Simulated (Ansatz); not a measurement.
# CNS (doublet): from Hartree-Fock to the top rungs at a displaced geometry (v2), cc-pVDZ

How much of the correlation energy of CNS (doublet) does each wave-function method recover here?

Program: Ansatz 0.2.0, Gaussian basis. Level of theory: cc-pVDZ, core rule «outside noble gas», up to 7 orbitals frozen. These are calculated values, not measurements.

Plan: UHF; CCSD(T) on ROHF; CCSD(T) on UHF; BCCD(T) on ROHF; CISD; CCSDT(Q) on ROHF; CCSDT(Q) on UHF.

15 further runs of the same task are left out: 3 that didn't finish, 12 set aside as unsound or not needed.

## Step 1: The geometry

The geometry is a PBE0/def2-TZVP stationary point (not a proven minimum) with its atoms shifted at random (size 0.100 Å).

3 atoms, charge 0, spin multiplicity 2.

Atoms are counted from 1 here; the program's logs count them from 0.

Bond lengths: N1–C2 1.198 Å, C2–S3 1.613 Å. Angles: N1–C2–S3 169.3°.

## Step 2: UHF

Input file in.yaml:

```yaml
crystal:
  periodic: [false, false, false]
  atoms:
    - {symbol: N, position_ang: [0.084376, 0.005225, -1.327702]}
    - {symbol: C, position_ang: [-0.080498, 0.013599, -0.141509]}
    - {symbol: S, position_ang: [-0.003878, -0.018825, 1.469211]}
basis:
  gaussian: {orbitals: cc-pVDZ}
magnetization: {spin_polarized: true, initial_magnetization: 1}
hamiltonian: {xc: hf}
output: {orbitals: {seedname: orbitals}}
```

The run is started by

```bash
$ ansatz run in.yaml --threads 1 --pin off --events-out ev --progress --plain --max-ram 2393MiB
```

After this run come: CCSD(T) on ROHF; CCSD(T) on UHF; BCCD(T) on ROHF; CISD; CCSDT(Q) on ROHF; CCSDT(Q) on UHF.

**Question.** What will the summary of the whole plan be? Wanted: UCCSDT(Q) below the RHF energy; RMP2 from UCCSDT(Q); UMP2 from UCCSDT(Q); RCCSD from UCCSDT(Q); RCCSD(T) from UCCSDT(Q); UCCSD(T) from UCCSDT(Q); RCCSDT(Q) from UCCSDT(Q); T1 diagnostic.

The runs gave:

| quantity | value |
| --- | --- |
| UCCSDT(Q) below the RHF energy | -11.9032 eV |
| RMP2 from UCCSDT(Q) | +23.30 kcal/mol |
| UMP2 from UCCSDT(Q) | +35.57 kcal/mol |
| RCCSD from UCCSDT(Q) | +13.67 kcal/mol |
| RCCSD(T) from UCCSDT(Q) | +1.83 kcal/mol |
| UCCSD(T) from UCCSDT(Q) | +2.13 kcal/mol |
| RCCSDT(Q) from UCCSDT(Q) | +0.02 kcal/mol |
| levels within 1 kcal/mol (43 meV) | RCCSDT(Q) |
| T1 diagnostic | 0.030 |

RCCSD(T) lands +1.83 kcal/mol from the yardstick (0.7 % of the correlation energy). These misses are within one basis, not against nature; the frozen cores of restricted and unrestricted runs differ, which can shift their rows.
